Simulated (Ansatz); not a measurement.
# P2H2 (phosphanylidenephosphane): BCCD(T)/STO-3G

Aim: the vertical singlet–triplet gap of P2H2 (phosphanylidenephosphane) at BCCD(T)/STO-3G, from 2 runs. 

The calculation is run with Ansatz 0.2.0.

34 further runs of the same task are left out: 34 set aside as unsound or not needed.

### 1 The system as given

P2H2: 4 atoms, total charge 0, spin state singlet. As SMILES, `[H]/P=P/[H]`. The coordinates come from a GFN2-xTB relaxation.

Bond lengths: P1–P2 2.016 Å, P1–H3 1.403 Å, P2–H4 1.403 Å. Angles: P1–P2–H4 94.8°, P2–P1–H3 94.8°.

### 2 The energy at BCCD(T)/STO-3G

Input file in.yaml:

```yaml
crystal:
  periodic: [false, false, false]
  atoms:
    - symbol: P
      position_ang: [-0.024370, -1.003630, 0.088350]
    - symbol: P
      position_ang: [0.024420, 1.003540, -0.088260]
    - symbol: H
      position_ang: [1.037260, -1.067570, 1.003320]
    - symbol: H
      position_ang: [-1.037310, 1.067660, -1.003410]
basis:
  gaussian: {orbitals: STO-3G}
correlation: {method: bccd_t, frozen_orbitals: {H: 0, P: 5}}
accuracy: high
scf: {omitted_lower_state_checks: [cluster_reference, increment]}
```

On the command line:

```console
$ ansatz run in.yaml --threads 1 --pin off --max-ram 2610MiB --events-out events.jsonl --progress --plain --runs-dir runs
```

Standard output (excerpt; [...] marks lines left out):

```text
Warning: RAYON_NUM_THREADS=1 ignored (pool sized by the plan → 1); use --threads N
Functional definition: HF
  name "HF"
[...]
346 factors; integrals over basis functions are off by at most 4.4e-9 eV
[...]
mean field -18365.51522616 eV, -674.9202359682 hartree, gradient 1.0e-8 eV, S^2 0.000000; 0 other end points of the search recorded, 0 dependent functions left out; unrestricted orbitals would lower it
10 core orbitals not correlated: weight in the atoms' cores, before any rotation towards them, 1.000 or more for the frozen orbitals, at most 0.000 for the correlated occupied ones
reference -18365.51522616 eV, -674.9202359682 hartree; 6, 6 occupied and 4, 4 virtual orbitals, 346 factors
second order -2.82335598 eV of doubles, -0.00000000 eV of singles
cycle   1  -3.18808579 eV  change   -4.9e-1 eV  update   7.5e-2
[...]
cycle  25  -3.53423024 eV  change   1.7e-11 eV  update  1.7e-10
perturbative correction -0.02785352 eV, -0.0010235979 hartree
WARN: these amplitudes may be one of several solutions (largest doubles amplitude 0.30, level shift 0.76 eV)
Total energy: -18369.07730993 eV, -675.0511401320 hartree
Checks for a lower state left out: cluster_reference, increment
```

Wall time 0.16 s (1 thread of Arm Neoverse V2, shared host).

### 3 The triplet

Input file in.yaml:

```yaml
crystal:
  periodic: [false, false, false]
  atoms:
    - {symbol: P, position_ang: [-0.024370, -1.003630, 0.088350]}
    - {symbol: P, position_ang: [0.024420, 1.003540, -0.088260]}
    - {symbol: H, position_ang: [1.037260, -1.067570, 1.003320]}
    - {symbol: H, position_ang: [-1.037310, 1.067660, -1.003410]}
basis:
  gaussian: {orbitals: STO-3G}
magnetization: {spin_polarized: true, initial_magnetization: 2}
correlation: {method: bccd_t, frozen_orbitals: {H: 0, P: 5}}
accuracy: high
scf: {omitted_lower_state_checks: [cluster_reference, increment]}
```

On the command line:

```console
$ ansatz run in.yaml --threads 1 --pin off --max-ram 2610MiB --events-out events.jsonl --progress --plain --runs-dir runs
```

Standard output (excerpt; [...] marks lines left out):

```text
Warning: RAYON_NUM_THREADS=1 ignored (pool sized by the plan → 1); use --threads N
[... 2 set-up lines as earlier in the session ...]
[...]
346 factors; integrals over basis functions are off by at most 4.4e-9 eV
[...]
mean field -18365.04600117 eV, -674.9029922676 hartree, gradient 3.0e-8 eV, S^2 2.008822; 2 other end points of the search recorded, 0 dependent functions left out
10 core orbitals not correlated: weight in the atoms' cores, before any rotation towards them, 1.000 or more for the frozen orbitals, at most 0.000 for the correlated occupied ones
reference -18365.04600117 eV, -674.9029922676 hartree; 7, 5 occupied and 3, 5 virtual orbitals, 346 factors
second order -1.11957121 eV of doubles, -0.00000000 eV of singles
cycle   1  -1.47188054 eV  change   -3.5e-1 eV  update   5.2e-2
[...]
cycle  26  -1.69025544 eV  change   7.6e-10 eV  update  4.3e-10
perturbative correction -0.00579558 eV, -0.0002129838 hartree
Total energy: -18366.74205220 eV, -674.9653209933 hartree
Checks for a lower state left out: cluster_reference, increment
```

Wall time 0.26 s (1 thread of Arm Neoverse V2, shared host).

### 4 Summary of results

At BCCD(T)/STO-3G, 10 core orbitals frozen:

| quantity | value |
| --- | --- |
| singlet: total energy | -675.05114 Eh |
| singlet: correlation energy (10 core orbitals frozen) | -130.9 mEh |
| singlet: (T) correction | -1.02 mEh |
| triplet: total energy | -674.96532 Eh |
| triplet: correlation energy (10 core orbitals frozen) | -62.3 mEh |
| triplet: (T) correction | -0.21 mEh |
| triplet: ⟨S²⟩ of the reference determinant | 2.009 |
| vertical energy of the triplet above the singlet | 2.335 eV |

What this shows: At this shape the triplet lies 2.34 eV (225 kJ/mol) above the singlet. In a minimal basis such a difference can be off by several eV, whatever the method. The restricted solution (singlet) is unstable to spin breaking: an unrestricted one lies lower. The triples (singlet) make up 0.8 % of the correlation energy. The triples (triplet) make up 0.3 % of the correlation energy.
